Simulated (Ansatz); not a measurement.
Geometry optimisation, UKS B3LYP-D4/def2-SVP (Ansatz).

input.yaml

```yaml
crystal:
  periodic: [false, false, false]
  atoms:
    - { symbol: B, position_ang: [-1.18987, 0.27267, -0.92962] }
    - { symbol: C, position_ang: [-0.08846, -0.01151, 0.10255] }
    - { symbol: S, position_ang: [1.67748, -0.04674, -0.53772] }
    - { symbol: H, position_ang: [-2.33168, 0.33632, -0.73751] }
    - { symbol: H, position_ang: [-0.23074, -0.98803, 0.57161] }
    - { symbol: H, position_ang: [-0.08114, 0.74685, 0.88904] }
    - { symbol: H, position_ang: [2.2444, -0.30956, 0.64165] }
magnetization:
  spin_polarized: true
  initial_magnetization: 1
basis:
  gaussian: { orbitals: def2-SVP }
hamiltonian:
  xc: b3lyp
  dispersion: d4
relax:
  f_tol: 0.015
  max_steps: 40
```

Run as:

```bash
$ ansatz run input.yaml --threads 1 --pin off --max-ram 2048MiB --backend cpu --events-out ev --progress --plain --runs-dir out
```

Problem. Where does it end, and by what steps?

Solution. It converged. After 6 steps the energy has fallen by 0.094 eV; H6 moved furthest, 0.07 Å.

| step | energy less start (eV) | largest force component (eV/Å) | accepted |
| --- | --- | --- | --- |
| 0 | 0.0000 | 1.179 | yes |
| 1 | -0.0780 | 0.628 | yes |
| 2 | -0.0914 | 0.227 | yes |
| 3 | -0.0928 | 0.104 | yes |
| 4 | -0.0937 | 0.020 | yes |
| 5 | -0.0937 | 0.021 | yes |
| 6 | -0.0938 | 0.003 | yes |

```xyz
7
Properties=species:S:1:pos:R:3
B -1.141 0.269 -0.932
C -0.045 -0.017 0.116
S 1.664 -0.041 -0.556
H -2.329 0.336 -0.740
H -0.299 -0.985 0.593
H -0.150 0.749 0.910
H 2.300 -0.310 0.610
```

Whether the end is a true minimum wasn't checked by a vibrational analysis.

Run time: 20 s on 1 CPU thread of a shared host.
